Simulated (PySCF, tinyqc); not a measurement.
Ways to converge the cycle: SCF convergence aids in the sto-6g basis, for HF, spin multiplicity 1. Computed by the program tinyqc with PySCF. Command: `OMP_NUM_THREADS=1 python tinyqc.py 111340 111341 out.jsonl`; one thread of a shared host (Intel(R) Xeon(R) Processor @ 2.60GHz), about 0.7 s.

Geometry (angstrom):

| atom | x | y | z |
|---|---|---|---|
| F | 0.0000 | 0.0000 | 0.0000 |
| H | 0.0000 | 0.0000 | 1.4030 |

lowest restricted solution found by these runs and by PySCF = -99.379358 hartree

RHF with one setting changed at a time; a run stops when the energy changes by less than 1e-09 hartree and the error matrix is below 1e-5. The start is random orbitals. Damping d keeps d of the old density; a shift (hartree) raises the virtual levels; DIIS n extrapolates F over n matrices.

Largest element of the error matrix X^T (FDS - SDF) X:

| iteration | plain | damping 0.3 | damping 0.6 | shift 0.4 | DIIS 3 | DIIS 8 |
|---|---|---|---|---|---|---|
| 1 | 6.6e+00 | 6.6e+00 | 6.6e+00 | 6.6e+00 | 6.6e+00 | 6.6e+00 |
| 2 | 4.2e-01 | 2.0e+00 | 4.0e+00 | 3.2e-01 | 4.2e-01 | 4.2e-01 |
| 3 | 8.1e-02 | 6.0e-01 | 2.4e+00 | 2.5e-01 | 9.0e-02 | 9.0e-02 |
| 4 | 2.7e-02 | 1.8e-01 | 1.4e+00 | 1.2e-01 | 3.0e-02 | 3.0e-02 |
| 5 | 2.1e-02 | 5.5e-02 | 8.6e-01 | 5.8e-02 | 1.7e-02 | 1.6e-02 |
| 6 | 1.5e-02 | 2.6e-02 | 5.2e-01 | 4.9e-02 | 4.0e-03 | 2.9e-03 |
| 8 | 7.6e-03 | 1.7e-02 | 1.9e-01 | 3.4e-02 | 2.1e-04 | 8.4e-06 |
| 10 | 3.8e-03 | 1.1e-02 | 6.7e-02 | 2.3e-02 | 3.2e-06 | - |
| 14 | 9.7e-04 | 4.4e-03 | 1.6e-02 | 1.0e-02 | - | - |
| 20 | 1.3e-04 | 1.1e-03 | 7.8e-03 | 3.0e-03 | - | - |
| 30 | - | 1.2e-04 | 2.3e-03 | 3.7e-04 | - | - |
| 45 | - | - | 3.6e-04 | 1.6e-05 | - | - |
| 60 | - | - | 5.7e-05 | - | - | - |

How each run ends:

| run | iterations | E (hartree) | state |
|---|---|---|---|
| plain | 28 | -99.379358 | lowest found |
| damping 0.3 | 42 | -99.379358 | lowest found |
| damping 0.6 | >60 | -99.379358 | falls steadily but slowly, by a factor of about 0.88 a step |
| shift 0.4 | 48 | -99.379358 | lowest found |
| DIIS 3 | 10 | -99.379358 | lowest found |
| DIIS 8 | 9 | -99.379358 | lowest found |

5 of 6 runs reach the lowest restricted solution found, in 9 to 48 iterations (fastest: DIIS 8). Not converged: damping 0.6. Plain steps already contract here, so damping only slows them. DIIS 3 and DIIS 8 gain by cancelling the error over several earlier matrices, much as a quasi-Newton step does. The restricted reference is unstable here: a spin-polarised solution lies 0.0318 hartree lower (PySCF), so results built on it describe a poor reference.
